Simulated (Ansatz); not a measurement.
Species: BCl₃, charge 0, singlet. BCl3 (trichloroborane, SMILES ClB(Cl)Cl).
B3LYP-D3(BJ)/def2-TZVP minimum from Ansatz (a program for electronic structure):
```
B
Cl 1 1.7452
Cl 1 1.7452 2 120.00
Cl 1 1.7452 2 120.00 3 -180.00
```
Charge 0, spin multiplicity 1.

Quantity: atomisation energy (electronic, to ground-state atoms), in kcal/mol. UHF or UKS for unpaired electrons; spin-orbit terms are left out. CBS(X,Y): correlation extrapolated as X^-3, Hartree-Fock from the larger set (Q,5: extrapolated as (X+1)exp(-9√X)). A bracket is a step between two methods taken in the basis named. Functionals run without relativity, which enters their misses. '+ core + X2C': CCSD(T) terms for core correlation (cc-pwCVTZ, 1s frozen past Ne) and scalar relativity (cc-pVTZ-DK). For partners of very few electrons the exact lower level stands in for a higher one.

CCSD(T)/CBS(cc-pV(Q+d)Z,cc-pV(5+d)Z) + [CCSDT(Q) - CCSD(T)]/cc-pV(D+d)Z + core + X2C (Ansatz) gives 325.6 kcal/mol.

**Question.** What does PBE/def2-TZVPD (Ansatz) give here, and how do the other levels compare?

**Answer.** PBE gives 335.8 kcal/mol, 10.2 kcal/mol above it. Differences of the others: r2SCAN/def2-TZVPD (Ansatz) 6.9; wB97M-V/def2-TZVPD (Ansatz) 3.0; CCSD(T)/CBS(cc-pV(Q+d)Z,cc-pV(5+d)Z) + core + X2C (Ansatz) -0.3 kcal/mol. Nearer than PBE: r2SCAN/def2-TZVPD, wB97M-V/def2-TZVPD, CCSD(T)/CBS(cc-pV(Q+d)Z,cc-pV(5+d)Z) + core + X2C.
